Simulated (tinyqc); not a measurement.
Inside a calculation. Method: UKS/BP86 in the sto-6g basis, for CH2, spin multiplicity 3. One step of it, computed by the program tinyqc.

Task: Orthogonalisation. S = U s U^T; symmetric (Loewdin) form X = U s^(-1/2) U^T, so that X^T S X = 1.

overlap S, lower triangle:
```
           1C 1s     1C 2s    1C 2px     1C 2py    1C 2pz     2H 1s     3H 1s
1C 1s   1.000000
1C 2s   0.243228  1.000000
1C 2px  0.000000  0.000000  1.000000
1C 2py  0.000000  0.000000  0.000000   1.000000
1C 2pz  0.000000  0.000000  0.000000   0.000000  1.000000
2H 1s   0.026486  0.295635  0.000000   0.281735  0.151903  1.000000
3H 1s   0.026486  0.295635  0.000000  -0.281735  0.151903  0.043690  1.000000
```

Give: eigenvalues of S; X.

Result:

eigenvalues of S: 0.512  0.579  0.888  1.000  1.091  1.377  1.553

X, lower triangle:
```
         1C 1s   1C 2s  1C 2px  1C 2py  1C 2pz   2H 1s  3H 1s
1C 1s    1.024
1C 2s   -0.136   1.103
1C 2px   0.000   0.000   1.000
1C 2py   0.000   0.000   0.000   1.070
1C 2pz  -0.005   0.040   0.000   0.000   1.020
2H 1s    0.017  -0.170   0.000  -0.163  -0.085   1.084
3H 1s    0.017  -0.170   0.000   0.163  -0.085  -0.012  1.084
```
